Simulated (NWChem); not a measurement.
**[NO2]+ (SMILES O=[N+]=O) at B3LYP/6-31G(d) (Cartesian functions)**

What is the vertical singlet–triplet gap of [NO2]+ at B3LYP/6-31G* (Cartesian functions)? 

The calculation is run with NWChem 7.3.0.

2 further runs of the same task are left out: 2 set aside as unsound or not needed. Runs told in other sessions of the task aren't counted.

**1. Starting point**

[NO2]+ has 3 atoms, charge +1, and is taken as a singlet. As SMILES, `O=[N+]=O`. Geometry: relaxed at PBE0-D4/def2-TZVP.

Bond lengths: O1–N2 1.110 Å, N2–O3 1.110 Å. Angles: O1–N2–O3 180.0°.

**2. Energy and gradient at B3LYP/6-31G(d) (Cartesian functions)**

Input file run.py:

```python
from ase import Atoms
from ase.calculators.nwchem import NWChem

system = Atoms(['O', 'N', 'O'], positions=[
    [-0.572980, 0.927020, -0.209580],
    [-0.000010, -0.000010, -0.000000],
    [0.572990, -0.927010, 0.209580],
])

calc = NWChem(
    label='mol',
    theory='dft',
    memory='2200 mb',
    basis='6-31G*',
    charge=1,
    dft={'xc': 'b3lyp', 'mult': '1', 'grid': 'xfine', 'convergence': 'energy 1e-08', 'iterations': '100', 'mulliken': None},
)
system.calc = calc

forces = system.get_forces()
e = system.get_potential_energy()
print(f"E = {e:.6f} eV")
print("forces (eV/A):")
for s, f in zip(system.symbols, forces):
    print(f"{s:2s} {f[0]:10.5f} {f[1]:10.5f} {f[2]:10.5f}")
print("dipole (e A):", system.get_dipole_moment().round(4))
```

Launch:

```sh
$ export ASE_NWCHEM_COMMAND="nwchem PREFIX.nwi > PREFIX.nwo"
$ python run.py
```

Output:

```text
E = -5570.444017 eV
forces (eV/A):
O    -1.32931    2.15042   -0.48620
N    -0.00041    0.00113   -0.00021
O     1.32972   -2.15155    0.48640
dipole (e A): [-0. -0.  0.]
```

The calculator wrote mol.nwi:

```
title "mol"

permanent_dir mol

scratch_dir mol

start mol

geometry units angstrom nocenter noautosym noautoz
  O  -5.7298000000000004e-01 9.2701999999999996e-01 -2.0957999999999999e-01
  N  -1.0000000000000001e-05 -1.0000000000000001e-05 -0.0000000000000000e+00
  O  5.7299000000000000e-01 -9.2701000000000000e-01 2.0957999999999999e-01
end

charge 1

memory 2200 mb

basis noprint
   * library 6-31G*
end

dft
  xc b3lyp
  mult 1
  grid xfine
  convergence energy 1e-08
  iterations 100
  mulliken
end

task dft gradient
```

mol.nwo (excerpt; [...] marks lines left out):

```text
[...]
          Wavefunction type:  closed shell.
          No. of atoms     :     3
          No. of electrons :    22
[...]
          Charge           :     1
          Spin multiplicity:     1
[...]
          AO basis - number of functions:    45
[...]
              XC Information
              --------------
                         B3LYP Method XC Potential
                     Hartree-Fock (Exact) Exchange  0.200
                        Slater Exchange Functional  0.800 local
                    Becke 1988 Exchange Functional  0.720 non-local
              Lee-Yang-Parr Correlation Functional  0.810
                  VWN I RPA Correlation Functional  0.190 local
[...]
 d= 0,ls=0.0,diis     1   -204.5768534921 -2.73D+02  2.91D-02  1.73D+00     1.1
[...]
 d= 0,ls=0.0,diis     9   -204.7100435063 -6.97D-11  1.05D-08  4.61D-13     6.7
         Total DFT energy =     -204.710043506312
      One electron energy =     -406.530923325933
           Coulomb energy =      156.732990374251
    Exchange-Corr. energy =      -23.576277699322
 Nuclear repulsion energy =       68.664167144692
[...]
      Total Density - Mulliken Population Analysis
     ---------------------------------------------
    Atom       Charge   Shell Charges
 -----------   ------   -------------------------------------------------------
    1 O    8     8.11   1.99  0.96  2.78  1.16  1.19  0.03
    2 N    7     5.78   1.99  0.85  2.43  0.17  0.20  0.14
    3 O    8     8.11   1.99  0.96  2.78  1.16  1.19  0.03
[...]
  wavefunction    = closed shell
                         DFT ENERGY GRADIENTS
    atom               coordinates                        gradient
                 x          y          z           x          y          z
   1 O      -1.082775   1.751814  -0.396049    0.025851  -0.041819   0.009455
   2 N      -0.000019  -0.000019   0.000000    0.000008  -0.000022   0.000004
   3 O       1.082794  -1.751795   0.396049   -0.025859   0.041841  -0.009459
[...]
```

Wall time 10 s (1 thread of Intel Xeon Platinum 8259CL at 2.50GHz (Skylake/Cascade Lake), shared host); peak memory 0.12 GiB.

**3. The triplet: the energy at UB3LYP/6-31G(d) (Cartesian functions)**

Input file input.nw:

```
echo
start input
title "NO2 energy"
memory 2200 mb
charge 1

geometry noautosym nocenter noautoz
  O     -0.572980     0.927020    -0.209580
  N     -0.000010    -0.000010     0.000000
  O      0.572990    -0.927010     0.209580
end

basis cartesian
  * library 6-31G*
end

dft
  xc b3lyp
  mult 3
  grid xfine
  convergence energy 1e-08
  maxiter 100
  mulliken
end

task dft energy
```

Launch:

```sh
$ nwchem input.nw > input.out
```

Output (excerpt; [...] marks lines left out):

```text
[...]
          Wavefunction type:  spin polarized.
          No. of atoms     :     3
          No. of electrons :    22
[...]
          Charge           :     1
          Spin multiplicity:     3
[...]
          AO basis - number of functions:    45
[...]
              XC Information
              --------------
                         B3LYP Method XC Potential
                     Hartree-Fock (Exact) Exchange  0.200
                        Slater Exchange Functional  0.800 local
                    Becke 1988 Exchange Functional  0.720 non-local
              Lee-Yang-Parr Correlation Functional  0.810
                  VWN I RPA Correlation Functional  0.190 local
[...]
 d= 0,ls=0.0,diis     1   -204.4210217505 -2.73D+02  9.04D-03  1.84D-01     1.8
[...]
 d= 0,ls=0.0,diis    14   -204.4826037886 -1.23D-09  4.07D-07  2.74D-11    15.0
[...]
         Total DFT energy =     -204.482603788562
      One electron energy =     -406.548774506973
           Coulomb energy =      157.078707650584
    Exchange-Corr. energy =      -23.676704076866
 Nuclear repulsion energy =       68.664167144692
[...]
      Total Density - Mulliken Population Analysis
     ---------------------------------------------
    Atom       Charge   Shell Charges
 -----------   ------   -------------------------------------------------------
    1 O    8     8.02   1.99  0.97  2.75  1.16  1.11  0.03
    2 N    7     5.96   1.99  0.79  2.62  0.16  0.29  0.11
    3 O    8     8.02   1.99  0.97  2.75  1.16  1.11  0.03
[...]
      <S2> =      2.0043 (Exact =     2.0000)
[...]
```

Run time: 16 s. Hardware: 1 thread of Intel Xeon Platinum 8259CL at 2.50GHz (Skylake/Cascade Lake), shared host; peak memory 0.12 GiB.

**4. Outcome**

Level: B3LYP/6-31G* (Cartesian functions).

| quantity | value |
| --- | --- |
| singlet: total energy | -204.71004 Eh |
| singlet: HOMO energy | -20.93 eV |
| singlet: LUMO energy | -11.17 eV |
| singlet: HOMO–LUMO gap | 9.76 eV |
| singlet: largest force on an atom | 2.576 eV/Å |
| triplet: total energy | -204.48260 Eh |
| triplet: HOMO energy (highest over α and β) | -14.46 eV |
| triplet: ⟨S²⟩ | 2.004 |
| vertical energy of the triplet above the singlet | 6.189 eV |

**Reading.** At this shape the triplet lies 6.19 eV (597 kJ/mol) above the singlet. The largest force (singlet) is 2.58 eV/Å: the shape isn't a stationary point for this species at this level. Mulliken charges (singlet) run from -0.11 on O1 to +1.22 on N2; they depend strongly on the basis. Mulliken charges (triplet) run from -0.02 on O1 to +1.04 on N2.
